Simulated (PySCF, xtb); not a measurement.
C2H4O2, SMILES COC=O (connectivity only; charge and spin as stated), charge +1, multiplicity 2.

Coordinates come from a TPSSh-D3(BJ)/def2-SVP optimisation. The multiplicity is an assumed one; other spin states were not compared. Other conformers were not sampled.

The numbers are results of C-PCM-B3LYP/def2-SVP run with PySCF 2.14.0, not measurements.

The values are the electrostatic part of the solvation free energy, E(continuum) − E(gas) at the gas-phase geometry, in a cavity of scaled van der Waals radii (PySCF's table); cavitation and dispersion terms are not included.

| solvent | ε | ΔG(elec) (kcal/mol) |
|---|---|---|
| water | 78.36 | -65.2 |
| ethylethanoate | 5.99 | -55.0 |
| chloroform | 4.71 | -52.0 |

For comparison, GFN2-xTB/ALPB(water) (xtb, at the GFN2-xTB geometry, all terms of that model) gives -66.5 kcal/mol.
